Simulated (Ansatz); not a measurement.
# Structure optimisation: iron, bcc

The calculation used Ansatz, DFT, m-r2SCAN, plane waves (500 eV) with PAW, scalar-relativistic. (PAW data from PBE, frozen cores regenerated.)

k-point mesh 15×15×15, Fermi-Dirac smearing 0.05 eV, starting moments 2.50 μB. Cell and atoms relax.

Starting structure:

```xyz
1
Lattice="-1.4332 1.4332 1.4332 1.4332 -1.4332 1.4332 1.4332 1.4332 -1.4332" Properties=species:S:1:pos:R:3 pbc="T T T"
Fe    0.0000    0.0000    0.0000
```

**Question.** The pressure at the start is -15.5 GPa. By how much does the volume change?

**Answer.** From 11.78 to 10.80 Å³ per atom, -8.3 %. The final cell has a = 2.785 Å.

**Question.** How much energy does the relaxation gain?

**Answer.** 50.6 meV per atom.

Path of the relaxation (the plane waves are chosen anew near the end, which can shift the energy a little):

```
step  E − E(final) (meV/atom)  V (Å³/atom)  P (GPa)  max force (eV/Å)
   0                    50.58       11.777   -15.45             0.000
   1                     7.43       11.168    -6.64             0.000
   2                    -0.46       10.749     1.22             0.000
   3                    -0.62       10.812    -0.10             0.000
   4                    -0.63       10.807     0.00             0.000
   5                     0.00       10.807    -0.06             0.000
   6                     0.00       10.805     0.00             0.000
   7                     0.00       10.805     0.00             0.000
```

**Question.** Which magnetic state does it end in?

**Answer.** ferromagnetic, net 2.01 μB per atom; moments 2.03 μB.

m-r²SCAN is r²SCAN on the gauge-invariant kinetic-energy density; without spin polarisation the two are equal.
